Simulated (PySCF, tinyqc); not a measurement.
Harmonic frequencies on the B3LYP (VWN-RPA form)/sto-6g surface (energies and gradients from PySCF), for BH, spin multiplicity 1, step by step. The lowest restricted solution is unstable here: a spin-polarised one lies 0.0025 hartree lower (PySCF). Computed by tinyqc, a small Python program that keeps every step (integrals from PySCF). Settings: charge = 0, multiplicity = 1, basis = sto-6g, functional = b3lyp, delta = 0.01. Command: `OMP_NUM_THREADS=1 python tinyqc.py 21640 21641 out.jsonl` (the two numbers bound the seeds that draw the settings). One thread of a shared host (Intel(R) Xeon(R) Processor @ 2.60GHz), about 7 s of CPU time with the checks.

## One row of the Hessian: 2Hz

optimised positions (bohr):
```
,x,y,z
1B,0.000000,0.000000,0.122339
2H,0.000000,0.000000,2.459028
```

gradient at +delta (hartree/bohr):
```
,x,y,z
1B,0.00000000,0.00000000,-0.00237442
2H,0.00000000,0.00000000,0.00237432
```

gradient at -delta (hartree/bohr):
```
,x,y,z
1B,0.00000000,0.00000000,0.00243238
2H,0.00000000,0.00000000,-0.00243239
```

Displace 2Hz by +/-0.01 bohr; H(k, :) = (g(+) - g(-)) / (2 delta).

row of the Hessian (hartree/bohr^2): 1Bx 0.00000000, 1By 0.00000000, 1Bz -0.24033954, 2Hx 0.00000000, 2Hy 0.00000000, 2Hz 0.24033551

## Hessian by finite differences

All rows are made in the same way, and the matrix is symmetrised.

Hessian (symmetrised) (hartree/bohr^2):
```
,1Bx,1By,1Bz,2Hx,2Hy,2Hz
1Bx,0.00000304,0.00000000,0.00000000,-0.00000012,0.00000000,0.00000000
1By,0.00000000,0.00000304,0.00000000,0.00000000,-0.00000012,0.00000000
1Bz,0.00000000,0.00000000,0.24033954,0.00000000,0.00000000,-0.24033753
2Hx,-0.00000012,0.00000000,0.00000000,-0.00000281,0.00000000,0.00000000
2Hy,0.00000000,-0.00000012,0.00000000,0.00000000,-0.00000281,0.00000000
2Hz,0.00000000,0.00000000,-0.24033753,0.00000000,0.00000000,0.24033551
```

## Normal modes

masses (u): 1B 11.009305, 2H 2.014102

Diagonalise H_ij / sqrt(m_i m_j); the 5 smallest eigenvalues belong to translations and rotations; wavenumber = sqrt(eigenvalue / 1822.888) x 219474.63; each mode has its largest component positive (the first on a tie); zero-point energy = sum of wavenumbers / 2, with 349.755 1/cm per kcal/mol. A mass of 2.014 u marks deuterium.

eigenvalues of the mass-weighted Hessian (hartree/(bohr^2 u)): -0.000001  -0.000001  0.000000  0.000000  0.000000  0.141157

harmonic wavenumbers of the vibrations (1/cm): 1931.3

mass-weighted modes:
```
,mode 1
1Bx,0.000000
1By,0.000000
1Bz,-0.393262
2Hx,0.000000
2Hy,0.000000
2Hz,0.919427
```

zero-point energy = 2.760968 kcal/mol
